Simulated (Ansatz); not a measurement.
Property card for MgTl

The calculation used Ansatz, DFT r2SCAN, scalar-relativistic, plane waves, PAW.

Cutoff 500 eV; k points 12×12×12 on the computed 2-atom cell (Γ-centred); Gaussian smearing, width 0.10 eV; no spin polarisation.

The structure is relaxed at this level of theory with its symmetry kept. Whether it is the stable form of this composition wasn't checked.

The structure is cubic, space group Pm-3m (No. 221). The conventional cell has a = 3.635 Å, b = 3.635 Å, c = 3.635 Å, α = 90.00°, β = 90.00°, γ = 90.00°. Mg (site symmetry m-3m) has 8 Tl at 3.15 Å as nearest neighbours. Tl (site symmetry m-3m) is surrounded by 8 Mg at 3.15 Å.

```json
{
 "Volume per atom": "24.02 Å³",
 "Formation energy from the elements' standard states (uncorrected)": "-0.033 eV/atom",
 "Generalised Kohn–Sham band gap": "none (metal)",
 "Density of states at the Fermi level": "0.64 states/eV per cell",
 "Löwdin character within 0.5 eV of the Fermi level": "Tl 6p 68 %, Tl 6s 13 %, Mg 3s 11 %, unprojected 8 %",
 "Bulk modulus": "39 GPa",
 "Its pressure derivative": "4.5",
 "Bader charges (e)": "Mg (1 in the cell) 1.41, Tl (1 in the cell) -1.41"
}
```

Spin-orbit coupling is left out, which matters for the bands of heavy elements.

Cost: 9 runs of about 3.6 core-minutes in all, on Arm Neoverse N1 (shared hosts).